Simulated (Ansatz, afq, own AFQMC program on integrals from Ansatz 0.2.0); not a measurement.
# Where AFQMC and coupled cluster stand for Ru⁺, sextet

A free Ru cation.

Basis def2-SVP with its core potentials. Noble-gas cores (and the filled d shells of Ga–Kr and In–Xe) are frozen. AFQMC by an in-house program on the Cholesky factors that Ansatz 0.2.0 writes for its CCSD(T) run. ph-AFQMC/CISD is guided by a CISD state made of CCSD amplitudes; releasing the constraint for a short imaginary time cuts its bias at the price of noise, slowly where states lie close. Free AFQMC starts from the CCSD state and is never constrained. Its projection time is finite, and what remains of the start isn't in its error. Error bars are statistical, one sigma. No spin–orbit coupling. The metal's outer-core s and p shells are frozen, which shifts wave-function levels against functionals.

Determinant: UHF, the one that the program's search chose, which needn't be the lowest solution.

Full CI on the same integrals is exact in this basis and with this determinant's frozen core.

Cautions: no spin-orbit coupling; outer-core shells of the metal frozen; another spin lies lower (by 748 meV).

```
T1 diagnostic                               : 0.0052
weight of the determinant in the CISD state : 0.972
⟨S²⟩ of the determinant                     : 8.752
size of the correlated space                : 7 electrons in 27 orbitals
```

Reference: full CI, correlation energy -2.418 eV. The released energy is read at 4.20 1/Eh (meV from the phaseless value at times in 1/Eh: -0.9 ± 0.5 at 0.60, -1.5 ± 0.3 at 1.20, -3.0 ± 0.3 at 2.00, -1.8 ± 0.5 at 3.00, -2.0 ± 0.4 at 4.20).

```csv
level,E − E(reference) (meV),share of correlation (%)
HF,2417.5,0.00
MP2,205.2,91.51
CCSD,27.5,98.86
CCSD(T),4.2,99.83
ph-AFQMC/HF,39.6 ± 7.7,98.36
ph-AFQMC/CISD,2.5 ± 0.6,99.89
released AFQMC,0.5 ± 0.4,99.98
free AFQMC,0.0 ± 0.4,100.00
```

Free projections are given only where their last times agree within the noise and don't stop above the reference; a slow remainder of the start can still hide under it. A walk keeps the symmetry of its determinant, which the program's search chose and which needn't be the lowest solution, so a lower state of the same spin and another symmetry isn't excluded. Released energies are given only where the last usable release times agree within the noise; a slower fall can still hide under it.
